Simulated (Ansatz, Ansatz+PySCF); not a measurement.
```json
{"atom": "P", "x (Å)": "0.0000", "y (Å)": "0.0000", "z (Å)": "-0.1064"}
{"atom": "H", "x (Å)": "1.0057", "y (Å)": "0.0000", "z (Å)": "0.8628"}
{"atom": "H", "x (Å)": "-1.0057", "y (Å)": "0.0000", "z (Å)": "0.8628"}
```

Basis set: cc-pVTZ on H; cc-pV(T+d)Z on P (spherical functions). Frozen core: 5 orbitals. Correlation on ROHF uses semicanonical orbitals with singles. Charge 0, multiplicity 2.

Computed with Ansatz (development build ahead of 0.2.0); each method stands on the lowest determinant of its kind that the runs found.

The atomization energy at this shape (free ground-state atoms in the same class of orbitals less the molecule, no zero-point energy) of doublet PH2:

```json
{"method": "ROHF-MP2", "atomization energy": "142.77 kcal/mol"}
{"method": "UHF-MP2", "atomization energy": "142.11 kcal/mol"}
```

(1) What does ROHF-CCSD(T) give?

Results:

(1) 148.72 kcal/mol.
